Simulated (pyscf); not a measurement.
Routes from `[Br][SiH2][Br]` + `[NH3]`

Candidate steps break at most two bonds and form at most two. Each was searched with GFN2-xTB (tblite) first. PySCF, gas phase, ωB97X-D3(BJ)/def2-SVP geometries. Energies: ωB97M-D3(BJ)/def2-TZVP, eV, from the separated reactants, singlet surface; ΔG‡ with ideal gas, 1 atm, RRHO with modes under 100 cm⁻¹ raised to 100, one conformer, R ln 2 for chiral ones without a mode under 150 cm⁻¹.

```csv
products,type,ΔE‡,ΔE,ΔG‡ 298 K,ΔG‡ 900 K,ν‡ (cm⁻¹)
HBr + H₂N–SiH₂–Br,four-centre exchange,0.26,+0.26,–,–,467i
H₂N–SiH(Br)–Br + H₂,four-centre exchange,1.53,-0.48,1.90,2.80,1549i
```

A dash marks a saddle under its separated products, where this table gives no free-energy barrier. Row 1: On the reactant side the descent ends in an adduct with a N–Si contact, 0.14 eV under the separated species and 0.47 eV under the saddle at ωB97X-D3(BJ)/def2-TZVP. On the product side the descent ends in a complex, 0.23 eV under the separated species and 0.16 eV under the saddle at ωB97X-D3(BJ)/def2-TZVP. Row 2: On the reactant side the descent ends in a complex, 0.32 eV under the separated species and 1.83 eV under the saddle at ωB97X-D3(BJ)/def2-TZVP. 

Plain bond fissions and candidates not yet searched are not listed, and one of them may be faster. Each barrier is that of the saddle found; lower ones may exist. Elements up to Kr have no core potential and no relativistic terms here.
